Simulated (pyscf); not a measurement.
This saddle point was located with ωB97X-D3(BJ)/def2-SVP in PySCF.

```
B
O 1 1.3540
H 2 0.9681 1 115.83
O 1 1.3541 2 128.01 3 0.01
H 4 0.9681 1 115.82 2 0.00
H 1 1.6615 2 115.94 3 179.78
H 6 0.8739 2 151.55 3 179.27
```
Charge 0, spin multiplicity 2.

Surface: doublet, charge 0. Lowest wavenumbers (cm⁻¹): 676i, 148, 169, 398, 477.

Task: Name the species on either side of this saddle.

Result: HO–BH–OH + H atom (H•) ⇌ [HO–B–OH]• + hydrogen (H₂), a hydrogen abstraction read from left to right: B–H broken and H–H formed. At ωB97M-D3(BJ)/def2-TZVP it lies +16.3 kcal/mol from the left side and +10.9 kcal/mol from the right (each side as separated species at their lowest minima found). One saddle was located; it need not be the lowest between these sides. The angle at the transferred H is 180°.
